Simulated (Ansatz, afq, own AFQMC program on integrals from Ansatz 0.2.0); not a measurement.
Integrals from Ansatz 0.2.0, then the random walk in our own AFQMC program (afq).

```yaml
crystal:
  periodic: [false, false, false]
  atoms:
    - {symbol: Zr, position_ang: [0.000000, 0.000000, 0.000000]}
basis:
  gaussian: {orbitals: def2-TZVP}
magnetization: {spin_polarized: true, initial_magnetization: 4}
correlation: {method: ccsd_t, electrons: outside_noble_gas, hamiltonian_folder: ham}
```

```sh
$ ansatz run in.yaml --threads 1 --pin off --events-out ev --progress --plain --max-ram 1382MiB
```

Options of the walk:

```
--method phaseless --trial hf --walkers 120 --populations 1 --least-time 40 --time-step 0.005 --steps-per-block 20 --equilibration-blocks 160 --max-blocks 600 --target-error 0.00072 --factor-cut 1e-05 --start spin_pure --seed 2151 --taylor-order 6
```

Times are imaginary, in 1/Eh. The walk had a cap of 675 s. Core potentials past Kr, no spin–orbit coupling.

afq prints:

```
orbitals 36  electrons 4 0  factors 242 of 242
reference energy -46.44313140 Eh
CCSD correlation -0.02813610 Eh in 10 cycles, weight of the determinant in the CISD state 0.9743
energy of the start -46.443131 Eh
 block  time / (1/Eh)  mean weight  energy / Eh
     1     0.100  1.0009  -46.447258
     2     0.200  1.0003  -46.451228
     3     0.300  1.0001  -46.454141
     4     0.400  0.9999  -46.456473
     5     0.500  0.9996  -46.459496
     7     0.700  0.9999  -46.463891
     9     0.900  1.0007  -46.468006
    15     1.500  0.9995  -46.467169
    43     4.300  0.9995  -46.468493
    71     7.100  0.9998  -46.468879
    99     9.900  0.9998  -46.469577
   127    12.700  1.0009  -46.474904
   141    14.100  0.9983  -46.478649
   155    15.500  0.9988  -46.471809
   183    18.300  1.0006  -46.465819
   211    21.100  0.9998  -46.466538
   239    23.900  0.9996  -46.466440
   267    26.700  0.9997  -46.467031
   295    29.500  1.0005  -46.462397
   323    32.300  0.9984  -46.469547
   351    35.100  0.9987  -46.465200
   379    37.900  1.0004  -46.464486
   407    40.700  0.9990  -46.470018
   435    43.500  0.9998  -46.467795
   463    46.300  1.0015  -46.463886
   491    49.100  1.0003  -46.463122
   519    51.900  0.9999  -46.463018
   547    54.700  0.9989  -46.476531
blocks merged  error / Eh  count
     1  0.000177  400
     2  0.000233  200
     4  0.000300  100
     8  0.000372  50
    16  0.000440  25
    32  0.000497  12
energy -46.468098 +/- 0.000440 Eh
(rows thinned)
```

The run passed its tests (sampling time, drift between the halves within three errors, error under three times the target), which doesn't prove that it has relaxed.

Against this walk (error 12.0 meV) on the same determinant: CCSD(T) 95.6 meV lower, CCSDT(Q) 100.6 meV lower, full CI for this spin (own frozen core, lowest symmetry allowed) 10.6 meV higher (within the noise). The error is statistical and leaves out the bias of the constraint. CCSDT(Q) is the surest value here, so the walk's 101 meV above it is most likely the bias of the constraint with this trial, which can have either sign.

Cautions: constraint bias not in the error; no spin-orbit coupling; outer-core shells of the metal frozen; another spin lies lower (by 726 meV).

The walk took 100 s on 1 thread of Arm Neoverse V1 (shared host). The log's last line is the phaseless energy.

CCSDT and higher add their correlation energy to the determinant of the CCSD(T) run, since their own runs factorise the integrals more tightly (a shift of under 2 meV).
